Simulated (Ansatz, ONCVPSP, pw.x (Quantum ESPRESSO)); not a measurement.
# Si: does the ONCV potential hold in the solid?

| Quantity | Value |
| --- | --- |
| Element | silicon (Si) |
| Generator | ONCVPSP 4.0.1.1 (patched build) |
| Type | optimised norm-conserving Vanderbilt (ONCV) |
| Functional | PBE |
| Relativity | scalar-relativistic |
| Frozen core | [Ne] |
| Valence charge | 4 |
| Reference configuration | 3s2 3p2 |
| Partial waves | 3s: rc 1.80 bohr, ncon 4, nbas 9, qcut 3.5 1/bohr, 1 projector; 3p: rc 1.75 bohr, ncon 4, nbas 7, qcut 4.4 1/bohr, 2 projectors, debl 1.9 Ha; d scattering state at 0.33 Ha: rc 1.50 bohr, ncon 4, nbas 8, qcut 5.4 1/bohr, 1 projector |
| Local potential | polynomial inside 1.05 bohr (lpopt 5, dvloc0 0 Ha) |
| Core correction | Teter function fitted to the true core (icmod 2), fcfact 0.45 |

Atomic tests: cutoffs needed: 8.0 Ha and 61 Ha (the cutoffs (Ha) at which the residual kinetic energy of the hardest occupied pseudo-wave falls to 1 and 0.1 mHa per electron) The cutoffs count occupied waves only; projector 2 of the p channel, the hardest unoccupied one, needs 29 Ha at the loose tolerance.; ghost test: no bound ghost flagged; GHOST(+) flagged for s at 13.9 eV; largest excitation error: +204 meV (all-electron minus pseudo) for 3s1 3p0, out of 4 test configurations.

Crystal test: diamond Si in pw.x 7.5, no spin, 8³ k-points, Fermi–Dirac smearing 0.01 Ry, cutoffs 145/580 Ry. The reference is all-electron LAPW (Ansatz 0.2.0) with the same functional, mesh and smearing; V0 and B0 come from Birch–Murnaghan fits to the pressures at five volumes. Errors are pseudo minus all-electron; Δ is the rms difference of the E(V) curves that follow from these fits, minima aligned, over ±6 % about the mean V0. Mesh and smearing are coarse, so the numbers serve the comparison and aren't converged zero-temperature values; the lattice is a test structure that the element need not adopt.

All-electron: a0 = 5.469 Å (V0 = 20.45 Å³/atom), B0 = 88.5 GPa.

Question: How far does the potential miss the all-electron equation of state?

Answer: mean pressure error (GPa): -0.63; a0 (Å): 5.456; a0 error (%): -0.24; B0 error (%): -0.1; Δ (meV/atom): 2.9. The generator flags a localised state at positive energy (s at 14 eV).

| V (Å³/atom) | P all-electron (GPa) | P pseudo (GPa) |
| --- | --- | --- |
| 19.440 | 5.01 | 4.22 |
| 19.951 | 2.31 | 1.61 |
| 20.463 | -0.05 | -0.68 |
| 20.975 | -2.12 | -2.68 |
| 21.486 | -3.93 | -4.43 |

Question: At the middle volume, how do free energy and pressure move when the wave cutoff is lowered (ecutrho kept at four times it)?

Answer:

| cutoff (Ry) | shift of F (meV/atom) | shift of P (GPa) |
| --- | --- | --- |
| 65 | +10.0 | +0.03 |
| 87 | +6.1 | -0.02 |
| 116 | +4.2 | -0.04 |

The run at the middle volume (29 k-points, 7 iterations) took about 33 s on one core of a shared host (Neoverse-V2, 96 threads, 742 GiB, load 39).
